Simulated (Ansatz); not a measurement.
**C4H7O radical: energies up the ladder**

An exercise on one series of results from a longer session: the logs are not shown, and one member is left open.

Method: the levels named in each step, in Ansatz 0.2.0.

## The structure to begin with

Bond lengths: C1–C2 1.314 Å, C2–C3 1.499 Å, C3–C4 1.556 Å, C4–O5 1.325 Å, C1–H6 1.101 Å, C1–H7 1.075 Å, C2–H8 1.084 Å, C3–H9 1.093 Å, C3–H10 1.091 Å, C4–H11 1.111 Å, C4–H12 1.110 Å. Angles (14 of 18 angles, heavy atoms first): C1–C2–C3 122.7°, C2–C3–C4 109.2°, C3–C4–O5 114.1°, C1–C2–H8 122.1°, C3–C2–H8 115.3°, C2–C1–H6 116.8°, C2–C1–H7 125.6°, C2–C3–H9 108.8°, C2–C3–H10 111.5°, C4–C3–H9 109.3°, C4–C3–H10 109.3°, C3–C4–H11 108.9°, C3–C4–H12 105.2°, O5–C4–H11 112.7°.

As a file:

```xyz
12

C    -1.6323    0.0943    0.0003
C    -0.9104   -0.8369    0.5820
C     0.5710   -0.9550    0.3829
C     1.1620    0.4549    0.0906
O     0.6055    1.0717   -0.9416
H    -1.0919    0.8309   -0.6138
H    -2.6996    0.1979    0.0778
H    -1.3514   -1.5860    1.2296
H     0.7602   -1.6108   -0.4709
H     1.0607   -1.3760    1.2617
H     1.1261    1.0604    1.0216
H     2.2337    0.2792   -0.1395
```

Set-up of the first run:

input.yaml reads:

```yaml
crystal:
  periodic: [false, false, false]
  atoms:
    - { symbol: C, position_ang: [-1.63234, 0.09434, 0.00029] }
    - { symbol: C, position_ang: [-0.91039, -0.83691, 0.582] }
    - { symbol: C, position_ang: [0.571, -0.95498, 0.38287] }
    - { symbol: C, position_ang: [1.16196, 0.45489, 0.09058] }
    - { symbol: O, position_ang: [0.6055, 1.07173, -0.94163] }
    - { symbol: H, position_ang: [-1.09186, 0.83091, -0.61378] }
    - { symbol: H, position_ang: [-2.69961, 0.19788, 0.07783] }
    - { symbol: H, position_ang: [-1.35136, -1.586, 1.22964] }
    - { symbol: H, position_ang: [0.76023, -1.61082, -0.47092] }
    - { symbol: H, position_ang: [1.06069, -1.37601, 1.26168] }
    - { symbol: H, position_ang: [1.12614, 1.06039, 1.0216] }
    - { symbol: H, position_ang: [2.23367, 0.27925, -0.13953] }
magnetization:
  spin_polarized: true
  initial_magnetization: 1
basis:
  gaussian: { orbitals: def2-SVPD }
hamiltonian:
  xc: pbe
  dispersion: d4
relax:
  f_tol: 0.03
  max_steps: 200
```

Command:

```
ansatz run input.yaml --threads 8 --pin off --max-ram 22528MiB --backend cpu --events-out ev --progress --plain --runs-dir out
```

Steps of the session up to this table: A rough first relaxation, PBE-D4/def2-SVPD; Relaxation, PBE0-D4/def2-TZVPPD; Frequencies, PBE0-D4/def2-TZVPPD; Single point, PBE-D4/def2-TZVPPD; Single point, r2SCAN-D4/def2-TZVPPD; Single point, B3LYP-D4/def2-TZVPPD; Single point, wB97M-V/def2-TZVPPD; Single point, B2PLYP/def2-TZVPPD; Single point, LDA/def2-TZVPPD; Single point, PBE0-D4/def2-SVPD; Single point, PBE-D4/def2-SVPD; The anion of multiplicity 1 at the same geometry, PBE0-D4/def2-TZVPPD; The anion of multiplicity 1 at the same geometry, PBE-D4/def2-TZVPPD; The anion of multiplicity 1 at the same geometry, r2SCAN-D4/def2-TZVPPD; The anion of multiplicity 1 at the same geometry, B3LYP-D4/def2-TZVPPD; The anion of multiplicity 1 at the same geometry, wB97M-V/def2-TZVPPD; The anion of multiplicity 1 at the same geometry, B2PLYP/def2-TZVPPD.

One of the session's tables, all rows but one given; the rest of the session is left out.

It belongs to the step «Vertical electron affinity». 

```
                level  vertical electron affinity (eV)
   PBE-D4/def2-TZVPPD                            1.618
r2SCAN-D4/def2-TZVPPD                            1.397
 B3LYP-D4/def2-TZVPPD                            1.599
  wB97M-V/def2-TZVPPD                            1.499
   B2PLYP/def2-TZVPPD                                ?
```

Estimate the missing values for B2PLYP/def2-TZVPPD.

The run gave: vertical electron affinity (eV): 1.562. In the column «vertical electron affinity (eV)» it lies between wB97M-V/def2-TZVPPD (1.499) and B3LYP-D4/def2-TZVPPD (1.599).
